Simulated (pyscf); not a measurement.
Thermochemistry of product channels of O=Si: (SMILES O=[Si]) [singlet] + OH• (SMILES [OH]) on the doublet surface, in eV, from CCSD(T)/def2-TZVPP + ΔMP2(QZVPP) energies (ideal gas, 1 atm, RRHO with modes under 100 cm⁻¹ raised to 100, one conformer, R ln 2 for rigid chiral ones). Single points on ωB97X-D3(BJ)/def2-SVP structures (PySCF, gas phase). Correlated levels are frozen-core, on RHF or UHF. ΔMP2 is the change of the MP2 total energy from the triple- to the quadruple-zeta basis.

```csv
products,ΔE,ΔH(298 K),ΔG(298 K),ΔG(1200 K)
O=Si=O (SMILES O=[Si]=O) + H• (SMILES [H]),+0.14,+0.02,+0.16,(withheld)
[O=Si–OH]• (SMILES O=[Si]O),(withheld),-2.61,-2.24,-1.15
```

Q: Complete the blanks.

A: 
- O=Si=O (SMILES O=[Si]=O) + H• (SMILES [H]), ΔG(1200 K): +0.49
- [O=Si–OH]• (SMILES O=[Si]O), ΔE: -2.70

These are energies of the channels, which say nothing of barriers. The CCSD(T) − MP2 part came from Ansatz, without density fitting, on the same reference. Left out: orbital degeneracy and the spin-orbit lowering of OH.
